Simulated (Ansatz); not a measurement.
# NH₃ (triplet): the correlation ladder at distance H1–H2 along a hydrogen transfer = 0.846 Å, cc-pVDZ

How much of the correlation energy of NH₃ (triplet) does each wave-function method recover here?

The runs use Ansatz 0.2.0, Gaussian basis; cc-pVDZ, core rule «outside noble gas», up to 1 orbitals frozen.

Plan: UHF; CCSD(T) on ROHF; CCSD(T) on UHF; BCCD(T) on ROHF; CISD; CCSDT(Q) on ROHF; CCSDT(Q) on UHF; CISDTQ; CCSDTQ on ROHF; CCSDTQ on UHF; CASSCF and MRCISD+Q, 4 electrons in 4 orbitals; CASSCF and NEVPT2, 4 electrons in 4 orbitals; CASSCF and MRCISD+Q, 8 electrons in 7 orbitals; CASSCF and NEVPT2, 8 electrons in 7 orbitals; Full CI.

## Step 1: The geometry

The geometry derives from fragments relaxed apart (PBE0/def2-TZVP) and kept rigid, so it is no stationary point. A hydrogen atom is moved between rigid fragments.

4 atoms, charge 0, spin multiplicity 3.

Atoms are counted from 1 here; the program's logs count them from 0.

Bond lengths: H1–H2 0.846 Å, H2–N3 1.174 Å, N3–H4 1.040 Å. Angles: H1–H2–N3 180.0°, H2–N3–H4 105.0°.

As a file:

```xyz
4

H    -1.84689    0.05943    0.00000
H    -1.00089    0.05943    0.00000
N     0.17311    0.05943    0.00000
H     0.44219   -0.94479    0.00000
```

## Step 2: UHF

The input, in.yaml:

```yaml
crystal:
  periodic: [false, false, false]
  atoms:
    - {symbol: H, position_ang: [-1.846891, 0.059434, 0.000000]}
    - {symbol: H, position_ang: [-1.000891, 0.059434, 0.000000]}
    - {symbol: N, position_ang: [0.173109, 0.059434, 0.000000]}
    - {symbol: H, position_ang: [0.442191, -0.944792, 0.000000]}
basis:
  gaussian: {orbitals: cc-pVDZ}
magnetization: {spin_polarized: true, initial_magnetization: 2}
hamiltonian: {xc: hf}
output: {orbitals: {seedname: orbitals}}
```

Command:

```
ansatz run in.yaml --threads 1 --pin off --events-out ev --progress --plain --max-ram 2880MiB --backend cpu
```

Further steps of the session: CCSD(T) on ROHF; CCSD(T) on UHF; BCCD(T) on ROHF; CISD; CCSDT(Q) on ROHF; CCSDT(Q) on UHF; CISDTQ; CCSDTQ on ROHF; CCSDTQ on UHF; CASSCF and MRCISD+Q, 4 electrons in 4 orbitals; CASSCF and NEVPT2, 4 electrons in 4 orbitals; CASSCF and MRCISD+Q, 8 electrons in 7 orbitals; CASSCF and NEVPT2, 8 electrons in 7 orbitals; Full CI.

**Question.** What will the summary of the whole plan be? Wanted: FCI below the RHF energy; RMP2 from FCI; UMP2 from FCI; RCCSD from FCI; RCCSD(T) from FCI; UCCSD(T) from FCI; RCCSDT(Q) from FCI; UCCSDT(Q) from FCI; NEVPT2 valence from FCI.

**Answer**, as computed:

| quantity | value |
| --- | --- |
| FCI below the RHF energy | -5.2919 eV |
| RMP2 from FCI | +73.1 kJ/mol |
| UMP2 from FCI | +78.7 kJ/mol |
| RCCSD from FCI | +11.1 kJ/mol |
| RCCSD(T) from FCI | +1.9 kJ/mol |
| UCCSD(T) from FCI | +1.9 kJ/mol |
| RCCSDT(Q) from FCI | 0.0 kJ/mol |
| UCCSDT(Q) from FCI | -0.1 kJ/mol |
| NEVPT2 valence from FCI | +66.9 kJ/mol |
| MRCISD+Q valence from FCI | +0.4 kJ/mol |
| levels within 1 kcal/mol (43 meV) | RCCSD(T), UCCSD(T), BCCD(T), RCCSDT, UCCSDT, CISDTQ, RCCSDT(Q), UCCSDT(Q), RCCSDTQ, UCCSDTQ, MRCISD+Q valence |
| T1 diagnostic | 0.026 |
| effectively unpaired electrons | 2.03 |

**Reading.** RCCSD(T) lands +1.9 kJ/mol from the yardstick (0.4 % of the correlation energy). One determinant dominates. Of the multireference levels listed MRCISD+Q valence comes nearest in total energy (+0.4 kJ/mol), which doesn't show that its space is the better one. These misses are within one basis, not against nature; the frozen cores of restricted and unrestricted runs differ, which can shift their rows.
